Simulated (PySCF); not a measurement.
Gas-phase reaction: 2 i-Si4H10 + 3 H2O = 3 H2SiO + 5 SiH4

Method: PySCF energies plus ideal-gas RRHO corrections (1 bar). † marks an energy on the PBE0/def2-TZVP geometry and frequencies; other levels use their own. All species are closed-shell singlets. H2SiO: computed as isolated molecules; such fragments, hydroxides, amides, oligomers or adducts are transient or little studied in the gas. The harmonic model lacks anharmonicity and excited electronic states, which grow with temperature; levels with a mode under 35 cm⁻¹ are left out. Internal rotation in i-Si4H10 is treated as a harmonic vibration of one conformer, which makes the entropy rough.

| level | ΔE electronic, kJ | ΔH°(298 K), kJ | ΔS°(298 K), J/K | ΔG°(2000 K), kJ |
|---|---|---|---|---|
| M06-2X/def2-TZVP† | 328 | 269 | 344 | -301 |
| PBE/def2-TZVP† | 357 | 298 | 344 | -272 |
| PBE0/def2-TZVP | 406 | 348 | 344 | -223 |
| r2SCAN/def2-TZVP† | 349 | 291 | 344 | -280 |
| ωB97X-V/def2-TZVP† | 350 | 291 | 344 | -279 |
ΔH° is lowest at M06-2X/def2-TZVP† and highest at PBE0/def2-TZVP. No reference value is set beside these.
